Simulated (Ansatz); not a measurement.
bcc Ta was calculated with PBE0 in Ansatz (PAW).

Settings: plane-wave cutoff 460 eV, 14×14×14 k mesh, Fermi–Dirac smearing 0.05 eV, scalar-relativistic PAW data made under PBE.

Cell (relaxed at this level):

```
Ta
1.0
   -1.65520     1.65520     1.65520
    1.65520    -1.65520     1.65520
    1.65520     1.65520    -1.65520
Ta
1
Direct
  0.00000   0.00000   0.00000
```

### Question
Estimate the bulk modulus B0 that the calculation returns.

### Answer

- bulk modulus B0: 185 GPa

Measured, for comparison: bulk modulus 198 GPa (corrected for temperature and zero-point phonon effects, our sources range from 194 to 203; as tabulated in Levämäki et al. (2014), arXiv:1402.3671). Computed (rounded) less measured: bulk modulus -7 % (-5 % to -9 % over the range).

Spin–orbit coupling is not included.

The result took around 30 core-minutes (rough).

Ansatz is an electronic-structure program.
